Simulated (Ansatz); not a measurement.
Input file:

```yaml
crystal:
  periodic: [false, false, false]
  atoms:
    - {symbol: Si, position_ang: [-0.015433, -0.009008, 2.122444]}
    - {symbol: Al, position_ang: [-0.016266, -0.025151, -0.242513]}
    - {symbol: H, position_ang: [0.031698, 0.034159, -1.879932]}
basis:
  gaussian: {orbitals: 6-31G}
magnetization: {spin_polarized: true, initial_magnetization: 0}
hamiltonian: {xc: {name: PBE}}
output: {orbitals: {seedname: orbitals}}
```

```sh
$ ansatz run in.yaml --threads 1 --pin off --events-out ev --progress --plain --max-ram 2393MiB
```

The program prints:

```
310 factors; integrals over basis functions are off by at most 1.4e-4 eV
mean field evaluation 1: about -14477.0900 eV, gradient 8.9e0 eV
mean field evaluation 2: about -14473.2147 eV, gradient 1.9e1 eV
mean field evaluation 4: about -14477.9573 eV, gradient 1.9e0 eV
mean field evaluation 8: about -14477.9720 eV, gradient 1.4e0 eV
mean field evaluation 16: about -14477.9975 eV, gradient 1.5e-5 eV
mean field evaluation 32: about -14475.6295 eV, gradient 1.4e1 eV
mean field evaluation 64: about -14477.9977 eV, gradient 9.3e-4 eV
mean field evaluation 96: about -14478.5910 eV, gradient 9.0e-2 eV
mean field evaluation 128: about -14478.5914 eV, gradient 7.0e-2 eV
mean field -14478.59143970 eV, -532.0784214673 hartree, gradient 7.8e-6 eV, S^2 1.000019; 10 other end points of the search recorded, 0 dependent functions left out
reference -14478.59147423 eV, -532.0784227363 hartree; 14, 14 occupied and 14, 14 virtual orbitals, 310 factors
Total energy: -14478.59147423 eV, -532.0784227363 hartree
```

Ran on 1 thread of INTEL XEON PLATINUM 8581C, shared host: 4.4 s wall, 0.1 GiB peak host memory.
